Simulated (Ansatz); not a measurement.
The input, for Ansatz 0.2.0:

```yaml
crystal:
  periodic: [false, false, false]
  atoms:
    - {symbol: Al, position_ang: [0.000000, -0.027028, 0.585493]}
    - {symbol: N, position_ang: [0.000000, 0.032206, -1.027393]}
    - {symbol: H, position_ang: [0.000000, 0.114133, 2.455171]}
    - {symbol: H, position_ang: [0.000000, -0.119312, -2.013270]}
basis:
  gaussian: {orbitals: cc-pVDZ}
correlation: {method: sc_nevpt2, electrons: outside_noble_gas, active_space: {window: {electrons: 10, orbitals: 10}, shells: [{species: Al, l: s, shell: 3}, {species: Al, l: p, shell: 3}, {species: H, l: s, shell: 1}, {species: "N", l: s, shell: 2}, {species: "N", l: p, shell: 2}]}}
```

```sh
$ ansatz run in.yaml --threads 1 --pin off --events-out ev --progress --plain --max-ram 2393MiB
```

(1) Roughly how long does this take on 1 thread of Arm Neoverse V1, shared host, and how much host memory?

```
758 factors; integrals over basis functions are off by at most 2.2e-7 eV
mean field evaluation 1: about -8087.8664 eV, gradient 4.7e1 eV
mean field evaluation 2: about -8087.8680 eV, gradient 4.7e1 eV
mean field evaluation 4: about -8093.6636 eV, gradient 3.9e0 eV
mean field evaluation 8: about -8093.7400 eV, gradient 2.3e-4 eV
mean field -8093.73998159 eV, -297.4394581894 hartree, gradient 2.4e-6 eV, S^2 0.000000; 0 other end points of the search recorded, 0 dependent functions left out
reference -8093.73998159 eV, -297.4394581894 hartree; 11, 11 occupied and 31, 31 virtual orbitals, 758 factors
state -8097.98202103 eV, -297.5953502636 hartree
state -8097.98202103 eV, -297.5953502636 hartree; corrected -8100.31171446 eV, -297.6809649180 hartree
Total energy: -8100.31171446 eV, -297.6809649180 hartree
Checks for a lower state left out: starts, orbital_swaps
```

Natural occupations: 1.9803 1.9719 1.9509 1.9509 1.9454 0.0620 0.0482 0.0471 0.0223 0.0209.

## Answers

(1) 6 s wall and 0.21 GiB.
